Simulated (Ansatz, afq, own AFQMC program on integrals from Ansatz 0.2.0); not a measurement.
# HBr₂, doublet in cc-pVTZ, levels against CCSDT(Q)

```yaml
atoms:
  - { symbol: Br, position_ang: [0.0000, 0.0000, -1.6577] }
  - { symbol: H, position_ang: [0.0000, 0.0000, -0.1037] }
  - { symbol: Br, position_ang: [0.0000, 0.0000, 1.7613] }
```

Connectivity, by distances: Br ··· Br, 1 bridging H.

Basis cc-pVTZ. Only valence electrons are correlated. AFQMC by an in-house program on the Cholesky factors that Ansatz 0.2.0 writes for its CCSD(T) run. ph-AFQMC/CISD is guided by a CISD state made of CCSD amplitudes; releasing the constraint for a short imaginary time cuts its bias at the price of noise, slowly where states lie close. Error bars are statistical, one sigma. No spin–orbit coupling.

Determinant: UHF, the one that the program's search chose, which needn't be the lowest solution. The geometry is a point of a scan.

No full CI on the walks' own integrals is used here; CCSDT(Q) serves as the reference and is uncertain by about the last step of the cluster series.

Cautions: no relativity below Rb; no spin-orbit coupling; inner d shell frozen; the released energies are still falling, so no released level is given (meV from the phaseless value at times in 1/Eh: -6 ± 5 at 0.24, -6 ± 6 at 0.51, -27 ± 7 at 0.99, -32 ± 7 at 1.50), though the last usable value meets CCSDT(Q) within the noise.

The T1 diagnostic is 0.0130. The weight of the determinant in the CISD state is 0.855. The ⟨S²⟩ of the determinant is 0.791 and the size of the correlated space is 15 electrons in 72 orbitals.

| level | correlation energy (eV) |
| --- | --- |
| MP2 | -8.7033 |
| CCSD | -9.7376 |
| CCSD(T) | -10.0940 |

**Question.** Estimate where phaseless AFQMC with a CISD trial lies against CCSD(T) on the same integrals.

**Answer.** 2.6 ± 0.6 kJ/mol below CCSD(T).

Reference: CCSDT(Q), correlation energy -10.140 eV.

| level | E − E(reference) (kJ/mol) | share of correlation (%) |
| --- | --- | --- |
| CCSD(T) | 4.5 | 99.54 |
| CCSDT | 1.4 | 99.86 |
| ph-AFQMC/CISD | 1.9 ± 0.6 | 99.81 |

A walk keeps the symmetry of its determinant, which the program's search chose and which needn't be the lowest solution, so a lower state of the same spin and another symmetry isn't excluded.
